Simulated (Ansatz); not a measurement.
# C6H4: the cost of one run

All numbers are computed with the Python package of Ansatz 0.2.0. Level of theory: Hartree-Fock/6-31G*.

## Step 1: The system

Bond lengths: C1–C2 1.206 Å, C2–C3 1.436 Å, C3–C4 1.325 Å, C4–C5 1.422 Å, C4–C6 1.422 Å, C5–C6 1.380 Å, C1–H7 1.058 Å, C3–H8 1.082 Å, C5–H9 1.081 Å, C6–H10 1.081 Å. Angles: C1–C2–C3 180.0°, C2–C1–H7 180.0°, C2–C3–C4 120.3°, C2–C3–H8 119.8°, C4–C3–H8 119.9°, C3–C4–C5 150.8°, C3–C4–C6 151.1°, C5–C4–C6 58.1°, C4–C5–C6 61.0°, C4–C5–H9 149.5°, C6–C5–H9 149.6°, C4–C6–C5 61.0°, C4–C6–H10 149.4°, C5–C6–H10 149.6°.

No structure file is read: the coordinates are typed or built in the script.

## Step 2: The code

opt.py

```python
# -*- coding: utf-8 -*-
"""Geometry optimisation of C6H4."""

import logging
import sys

import ansatz as az
import numpy as np
import pandas as pd

logging.basicConfig(stream=sys.stdout, format="%(name)s: %(message)s")
logger = logging.getLogger("c6h4")
logger.setLevel(logging.INFO)

BASIS = "6-31G*"
XC = "HF"

GEOMETRY = """
C     2.66240    0.65190   -0.19710
C     1.67740   -0.04060   -0.13740
C     0.50440   -0.86620   -0.06640
C    -0.69460   -0.31460    0.04720
C    -2.10740   -0.42810    0.15860
C    -1.53520    0.82760    0.14900
H     3.52690    1.26000   -0.24950
H     0.60110   -1.94270   -0.10580
H    -2.99040   -1.04980    0.21210
H    -1.64460    1.90260    0.18940
"""


def main():
    system = az.Crystal.molecule()
    for line in GEOMETRY.strip().splitlines():
        symbol, *xyz = line.split()
        system = system.atom(symbol, [float(v) for v in xyz])

    model = system.calculation().basis(gaussian=BASIS).functional(XC)
    symbols = [site.symbol for site in system.cartesian_sites]
    start = np.array([site.position_ang for site in system.cartesian_sites], dtype=float)
    def progress(event):
        if event["event"] == "relax_step":
            row = event["data"]
            logger.info(f"step {row['step']:3d}  E = {row['lagrangian_ev']:.6f} eV  max force {row['allowed_force_max_ev_ang']:.4f} eV/A")


    data = model.relax(force_tolerance=0.005, max_steps=100).session().plan().execute(on_event=progress).report
    end = np.array(data["positions_ang"])

    logger.info("reference energy %16.6f eV" % data["reference_energy_ev"])
    logger.info("total energy     %16.6f eV" % data["free_energy_ev"])
    print("occupied (up, down):", data["n_occupied"], " virtual:", data["n_virtual"], " frozen:", data["n_frozen"])

    logger.info("bond        before    after (A)")
    for i, j in [(0, 1), (0, 6), (1, 2), (2, 3), (2, 7), (3, 4), (3, 5), (4, 5), (4, 8), (5, 9)]:
        d0, d1 = (np.linalg.norm(xyz[i] - xyz[j]) for xyz in (start, end))
        print(f"{symbols[i]}{i}-{symbols[j]}{j}".ljust(10), f"{d0:8.4f} {d1:8.4f}")

    charges = data["charge_distribution"]
    table = pd.DataFrame({"atom": symbols, "mulliken": charges["mulliken_charges_e"], "lowdin": charges["lowdin_charges_e"]})
    print(table.round(3).to_string())
    print("dipole (e A):", np.round(charges["dipole_moment_e_ang"], 4) + 0.0)


if __name__ == "__main__":
    main()
```

## Step 3: What the engine is handed

The package turns the script's settings into the engine's input:

```yaml
crystal:
  periodic: [false, false, false]
  atoms:
    - { symbol: C, position_ang: [2.6624, 0.6519, -0.1971] }
    - { symbol: C, position_ang: [1.6774, -0.0406, -0.1374] }
    - { symbol: C, position_ang: [0.5044, -0.8662, -0.0664] }
    - { symbol: C, position_ang: [-0.6946, -0.3146, 0.0472] }
    - { symbol: C, position_ang: [-2.1074, -0.4281, 0.1586] }
    - { symbol: C, position_ang: [-1.5352, 0.8276, 0.149] }
    - { symbol: H, position_ang: [3.5269, 1.26, -0.2495] }
    - { symbol: H, position_ang: [0.6011, -1.9427, -0.1058] }
    - { symbol: H, position_ang: [-2.9904, -1.0498, 0.2121] }
    - { symbol: H, position_ang: [-1.6446, 1.9026, 0.1894] }
basis:
  gaussian:
    orbitals: "6-31G*"
hamiltonian:
  xc: hf
relax:
  f_tol: 0.005
  max_steps: 100
```

## Step 4: The run

Launch:

```sh
$ python opt.py
```

Q: Estimate wall time and peak memory on 1 thread of Intel Xeon Platinum 8375C at 2.90GHz (Ice Lake), shared host.

About 22 s, with a peak of 0.29 GiB.
